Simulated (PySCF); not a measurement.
## Core-level binding energies of difluorophosphane

Species: difluorophosphane, F2HP.
Bonds: F1–P2, P2–F3. Hydrogens: H4 on P2.

Method: PySCF, delta-SCF UKS SCAN, pcX-2 on the ionised atom, pcseg-1 elsewhere, spin-free X2C. Binding energies are ΔSCF values: E(core-ionised, relaxed orbitals) − E(ground state) at a fixed geometry, referred to the vacuum level.

Q: What binding energy does each computed site have?

A: 
```csv
atom(s),environment,level,binding energy (eV),count
F1/F3,phosphorus-bound fluorine,F 1s,693.17,2
P2,three-coordinate phosphorus,P 1s,2154.31,1
```

Q: Which photon wavelength matches the F 1s of F1/F3 threshold?

A: λ = hc/E = 12398.42 eV Å / 693.17 eV = 17.887 Å.

Q: Express the binding energy of F 1s of F1/F3 in atomic units and per mole.

A: 693.17 eV = 25.4735 Eh = 66881 kJ/mol.

Atoms equivalent by their bonding share one computed value, that of the first of them. Not every level is listed. Isolated species at its GFN2-xTB geometry, gas phase.

On one thread, Arm Neoverse V2, on a shared host, this took 3.7 s.
